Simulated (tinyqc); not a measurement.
Worked calculation: CCSD on RHF in the sto-3g basis, for H2F+, spin multiplicity 1. One step of it, computed by the program tinyqc.

Task: Iteration 8 (converged): orbitals. Diagonalise F' = X^T F X, C = X C', fill 5 alpha and 5 beta electrons from the bottom; D = 2 C_occ C_occ^T. Each column has its largest component positive (the first on a tie).

converged F (hartree):
```
             1F 1s      1F 2s     1F 2px     1F 2py     1F 2pz      2H 1s      3H 1s
1F 1s   -26.642418  -6.794814   0.000000  -0.000490  -0.025201  -1.364202  -1.305399
1F 2s    -6.794814  -3.673821   0.000000  -0.004657  -0.140967  -1.355183  -1.312713
1F 2px    0.000000   0.000000  -1.066844   0.000000   0.000000   0.000000   0.000000
1F 2py   -0.000490  -0.004657   0.000000  -1.037322  -0.003210  -0.559822   0.549370
1F 2pz   -0.025201  -0.140967   0.000000  -0.003210  -1.054960  -0.466859  -0.458972
2H 1s    -1.364202  -1.355183   0.000000  -0.559822  -0.466859  -0.957512  -0.481931
3H 1s    -1.305399  -1.312713   0.000000   0.549370  -0.458972  -0.481931  -0.929459
```

X:
```
                1          2          3         4          5          6         7
1F 1s   -0.343243   0.043325   0.734468  0.000000  -0.618658  -0.002032  0.164588
1F 2s    1.100827  -0.116812  -0.248846  0.000000  -0.283019  -0.003367  0.435551
1F 2px   0.000000   0.000000   0.000000  1.000000   0.000000   0.000000  0.000000
1F 2py   0.102910   0.856689  -0.000915  0.000000   0.002999   0.710728  0.005184
1F 2pz   0.443423  -0.047727   0.672457  0.000000   0.644864  -0.003116  0.179576
2H 1s   -0.759349  -0.752412  -0.172175  0.000000   0.141805   0.363434  0.387063
3H 1s   -0.552563   0.895611  -0.175921  0.000000   0.143642  -0.375023  0.378633
```

Give: F' = X^T F X; orbital energies; coefficients C; D after iteration 8.

Result:

F' = X^T F X (hartree):
```
         1        2         3        4         5        6        7
1  -0.8254   0.1427    2.6032   0.0000   -2.1883  -0.0088   0.3371
2   0.1427   0.1610   -0.3714   0.0000    0.3256  -0.0510  -0.0716
3   2.6032  -0.3714  -11.9889   0.0000   11.2861   0.0449  -5.1238
4   0.0000   0.0000    0.0000  -1.0668    0.0000   0.0000   0.0000
5  -2.1883   0.3256   11.2861   0.0000  -12.7795  -0.0477   5.4435
6  -0.0088  -0.0510    0.0449   0.0000   -0.0477  -1.2321   0.0178
7   0.3371  -0.0716   -5.1238   0.0000    5.4435   0.0178  -4.2223
```

orbital energies (hartree): MO1 -26.6522, MO2 -2.0992, MO3 -1.2339, MO4 -1.1089, MO5 -1.0668, MO6 0.0235, MO7 0.1836

coefficients C:
```
            MO1      MO2      MO3      MO4     MO5      MO6      MO7
1F 1s    0.9946  -0.2481   0.0030   0.0730  0.0000   0.1131   0.0086
1F 2s    0.0236   0.9324  -0.0159  -0.3669  0.0000  -0.7407  -0.0618
1F 2px   0.0000   0.0000   0.0000   0.0000  1.0000   0.0000   0.0000
1F 2py   0.0001   0.0042   0.7418  -0.0136  0.0000   0.0490  -0.8348
1F 2pz   0.0028   0.1278   0.0141   0.8713  0.0000  -0.5674  -0.0401
2H 1s   -0.0047   0.0890   0.3413   0.1932  0.0000   0.7144   0.8957
3H 1s   -0.0045   0.0850  -0.3357   0.2052  0.0000   0.8121  -0.7884
```

D after iteration 8:
```
          1F 1s    1F 2s  1F 2px   1F 2py   1F 2pz    2H 1s    3H 1s
1F 1s    2.1122  -0.4692  0.0000   0.0006   0.0695  -0.0233  -0.0232
1F 2s   -0.4692   2.0094  0.0000  -0.0057  -0.4014   0.0132   0.0184
1F 2px   0.0000   0.0000  2.0000   0.0000   0.0000   0.0000   0.0000
1F 2py   0.0006  -0.0057  0.0000   1.1009  -0.0018   0.5018  -0.5029
1F 2pz   0.0695  -0.4014  0.0000  -0.0018   1.5513   0.3690   0.3698
2H 1s   -0.0233   0.0132  0.0000   0.5018   0.3690   0.3234  -0.1347
3H 1s   -0.0232   0.0184  0.0000  -0.5029   0.3698  -0.1347   0.3241
```
